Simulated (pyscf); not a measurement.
Structures and frequencies: ωB97X-D3(BJ)/def2-SVP in PySCF. MP2 and CC: frozen core, UHF for open shells. ΔMP2 is the change of the MP2 total energy from the triple- to the quadruple-zeta basis.

Task: What is the homolytic dissociation enthalpy (298 K, CCSD(T)/def2-TZVPP + ΔMP2(QZVPP)) of the In–N bond of H₂N–In(F)–F, to NH₂• + [F–In–F]•?

Result: In–N to NH₂• + [F–In–F]•: 70.5 kcal/mol. The radicals are drawn with the spin at the cut bond; how far it spreads was not checked. The CCSD(T) − MP2 part came from Ansatz, without density fitting, on the same reference. The frozen core leaves the outer d or s,p core shells of the metals and heavy elements correlated in the MP2 and CC values, and def2-TZVPP describes them poorly, which can shift differences by a few kcal/mol. Elements past Kr carry the def2 core potentials, without spin-orbit coupling.
